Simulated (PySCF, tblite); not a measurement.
# SiH₃O radical, a cluster model of a defect (Si site with back bonds O, [H], [H]): EPR parameters

Wanted: the EPR parameters for `O[SiH2]`. It is drawn as: dangling bond.

Computed with tblite 0.8.0 and PySCF 2.14.0; each step states its level. No surroundings beyond the atoms listed, unless a continuum is named. Atoms count from 0, parts from 1.

## 1. The system as given

5 atoms, charge 0, multiplicity 2; geometry: distance geometry start.

## 2. Relaxing the cluster with GFN2-xTB

The job: settings as JSON, then the geometry in Å.

```
{"job": {"kind": "relax", "xc": "GFN2-xTB", "basis": "xTB"}, "charge": 0, "multiplicity": 2}
Si    -0.529860    -0.028647     0.410316
O      1.102960    -0.517236     0.273615
H     -0.739019     1.357319    -0.064983
H     -1.408140    -0.946010    -0.290105
H      1.609339     0.097322    -0.340810
```

Level: GFN2-xTB geometry optimisation, gas phase.

On the command line:

```bash
OMP_NUM_THREADS=1 python cluster_run.py task.json out
```

One launch serves the whole session: the jobs run in the order shown.

**Question.** The jobs that follow are: PBE0-D3(BJ)/def2-SVP geometry optimisation, gas phase; UKS B3LYP, IGLO-III on O Si, pcH-1 on H, non-relativistic, mean-field spin-orbit, GIAO; UKS BHandHLYP, IGLO-III on O Si, pcH-1 on H, non-relativistic, mean-field spin-orbit, GIAO. Predict: point group; rotational constants (main isotopes); g(iso) (B3LYP); ⟨S²⟩; largest a(iso) (averaged by class).

**Answer**, as computed:

| quantity | value |
| --- | --- |
| point group | Cs |
| rotational constants (main isotopes) | 111.83, 14.51, 13.90 GHz |
| g(iso) (B3LYP) | 2.00242 |
| ⟨S²⟩ | 0.751 (exact 0.75) |
| largest a(iso) (averaged by class) | 29Si on Si0, -688.0 MHz |

In words: The optimisation took 5 steps and gained 0.130 eV; among the close pairs (by a distance rule), Si0–O1 changed most, from 1.596 to 1.666 Å (PBE0/def2-SVP). Si0 carries the largest spin population, 0.91 e. The isotropic g lies 0.1 ppt above the free-electron value. The coupling of 29Si on Si0 runs from -715.9 (BHandHLYP/IGLO-III+pcH-1) to -688.0 MHz (B3LYP/IGLO-III+pcH-1).
